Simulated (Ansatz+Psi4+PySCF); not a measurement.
## doublet H2O(+): levels of theory in one basis

```xyz
3

O     0.1193    0.0000    0.0000
H    -0.5078    0.8026    0.0000
H    -0.4770   -0.7632    0.0000
```

Basis set: cc-pVTZ (spherical functions). Left uncorrelated: 1 orbital. Correlation on ROHF uses semicanonical orbitals with singles. Charge 1, multiplicity 2.

Computed with Ansatz (development build ahead of 0.2.0) and Psi4 1.11; each method stands on the lowest determinant of its kind that the runs found.

```json
{"method": "ROHF", "E − E(ROHF) (eV)": "0.00", "<S²> of the determinant": "0.75"}
{"method": "UHF", "E − E(ROHF) (eV)": "-0.15", "<S²> of the determinant": "0.76"}
{"method": "ROHF-MP2", "E − E(ROHF) (eV)": "-5.57", "<S²> of the determinant": "–"}
{"method": "UHF-MP2", "E − E(ROHF) (eV)": "-5.56", "<S²> of the determinant": "0.76"}
```
